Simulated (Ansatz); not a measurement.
Born–Oppenheimer molecular dynamics of H$_{6}$NSi$_{2}$ (9 atoms, charge 0, multiplicity 2). It starts at the highest image of a converged band. Of that band: Neighbouring images differ by up to 1.2 eV, so the band resolves the path poorly. A vibrational analysis at the climbing image gives one clearly imaginary mode, 1933i cm⁻¹: a first-order saddle point.

Level of theory: UKS PBE/STO-3G in Ansatz 0.2.0.

```yaml
ensemble: NVE (velocity Verlet)
time_step: 0.5 fs
steps_asked: 200
starting_velocities_drawn_for: 300 K
seed: 9652
```

Frames 0.5 fs apart, positions in Å.

Velocities at 90.0 fs (Å/ps):

```
N 6.43 -0.80 4.25
Si -2.94 -0.92 -4.99
Si -1.19 0.75 -0.17
H -9.33 -3.21 13.86
H 35.59 21.00 -1.59
H -0.16 -5.98 70.96
H 19.53 -16.04 2.16
H -6.72 -0.24 18.09
H -13.12 20.17 -18.91
```

```xyz
9
Properties=species:S:1:pos:R:3 time_fs=90.0 energy_less_start_eV=-0.295 T=628
N -1.533 0.079 -1.008
Si 0.071 0.723 -0.480
Si 0.693 -0.869 0.987
H -1.729 0.842 -1.732
H 0.727 1.389 -1.679
H -0.224 2.159 -0.200
H 2.080 -0.775 0.498
H 0.072 -1.890 0.170
H 0.572 -1.112 2.400
9
Properties=species:S:1:pos:R:3 time_fs=90.5 energy_less_start_eV=-0.354 T=693
N -1.530 0.079 -1.006
Si 0.070 0.723 -0.483
Si 0.693 -0.869 0.986
H -1.735 0.841 -1.726
H 0.745 1.397 -1.680
H -0.224 2.155 -0.163
H 2.090 -0.784 0.501
H 0.068 -1.891 0.180
H 0.566 -1.101 2.391
9
Properties=species:S:1:pos:R:3 time_fs=91.0 energy_less_start_eV=-0.428 T=774
N -1.527 0.078 -1.003
Si 0.068 0.723 -0.485
Si 0.692 -0.868 0.986
H -1.742 0.842 -1.723
H 0.765 1.401 -1.679
H -0.226 2.150 -0.123
H 2.099 -0.795 0.505
H 0.065 -1.894 0.191
H 0.558 -1.090 2.383
9
Properties=species:S:1:pos:R:3 time_fs=91.5 energy_less_start_eV=-0.514 T=869
N -1.524 0.077 -1.001
Si 0.067 0.723 -0.488
Si 0.692 -0.868 0.985
H -1.750 0.844 -1.722
H 0.786 1.400 -1.676
H -0.228 2.142 -0.080
H 2.108 -0.808 0.512
H 0.062 -1.898 0.202
H 0.550 -1.077 2.378
9
Properties=species:S:1:pos:R:3 time_fs=92.0 energy_less_start_eV=-0.613 T=978
N -1.521 0.077 -0.999
Si 0.065 0.724 -0.491
Si 0.692 -0.867 0.984
H -1.760 0.847 -1.722
H 0.807 1.394 -1.672
H -0.231 2.133 -0.036
H 2.116 -0.823 0.522
H 0.059 -1.905 0.214
H 0.542 -1.064 2.375
9
Properties=species:S:1:pos:R:3 time_fs=92.5 energy_less_start_eV=-0.720 T=1096
N -1.518 0.076 -0.997
Si 0.064 0.725 -0.493
Si 0.692 -0.867 0.983
H -1.771 0.850 -1.724
H 0.829 1.384 -1.665
H -0.234 2.121 0.010
H 2.123 -0.840 0.533
H 0.055 -1.913 0.228
H 0.532 -1.050 2.375
9
Properties=species:S:1:pos:R:3 time_fs=93.0 energy_less_start_eV=-0.831 T=1219
N -1.516 0.075 -0.995
Si 0.062 0.726 -0.496
Si 0.693 -0.866 0.982
H -1.783 0.854 -1.727
H 0.850 1.370 -1.656
H -0.238 2.107 0.058
H 2.128 -0.858 0.548
H 0.052 -1.924 0.241
H 0.522 -1.034 2.377
9
Properties=species:S:1:pos:R:3 time_fs=93.5 energy_less_start_eV=-0.943 T=1342
N -1.514 0.073 -0.993
Si 0.061 0.728 -0.498
Si 0.693 -0.865 0.980
H -1.796 0.857 -1.730
H 0.871 1.352 -1.645
H -0.242 2.090 0.105
H 2.131 -0.878 0.564
H 0.049 -1.936 0.256
H 0.512 -1.018 2.382
9
Properties=species:S:1:pos:R:3 time_fs=94.0 energy_less_start_eV=-1.050 T=1460
N -1.512 0.072 -0.992
Si 0.060 0.730 -0.500
Si 0.694 -0.865 0.978
H -1.809 0.859 -1.732
H 0.891 1.330 -1.632
H -0.246 2.071 0.152
H 2.134 -0.900 0.583
H 0.046 -1.949 0.271
H 0.501 -1.001 2.388
9
Properties=species:S:1:pos:R:3 time_fs=94.5 energy_less_start_eV=-1.149 T=1569
N -1.511 0.071 -0.991
Si 0.059 0.732 -0.503
Si 0.695 -0.864 0.976
H -1.822 0.859 -1.734
H 0.911 1.306 -1.617
H -0.250 2.049 0.199
H 2.134 -0.923 0.604
H 0.043 -1.964 0.288
H 0.489 -0.983 2.397
9
Properties=species:S:1:pos:R:3 time_fs=95.0 energy_less_start_eV=-1.235 T=1664
N -1.510 0.071 -0.990
Si 0.058 0.734 -0.505
Si 0.696 -0.863 0.974
H -1.835 0.857 -1.735
H 0.931 1.280 -1.600
H -0.254 2.025 0.245
H 2.134 -0.947 0.626
H 0.040 -1.980 0.305
H 0.478 -0.964 2.406
9
Properties=species:S:1:pos:R:3 time_fs=95.5 energy_less_start_eV=-1.305 T=1742
N -1.509 0.070 -0.989
Si 0.057 0.737 -0.507
Si 0.697 -0.862 0.971
H -1.848 0.853 -1.734
H 0.950 1.251 -1.582
H -0.257 1.998 0.290
H 2.132 -0.972 0.650
H 0.038 -1.997 0.323
H 0.465 -0.943 2.415
```

Of the whole run (100 fs, mean temperature of the second half 1272 K): The conserved energy stayed within 0.24 meV per atom of its start (net change 0.011 meV per atom), so the integration is sound. The system heated up, since it started high on the potential surface and ran downhill. A run of 0.1 ps of so small a system gives no equilibrium averages. Limits of this set-up: minimal basis.

Time of the run: 4.5 min on 1 CPU thread of a shared host.
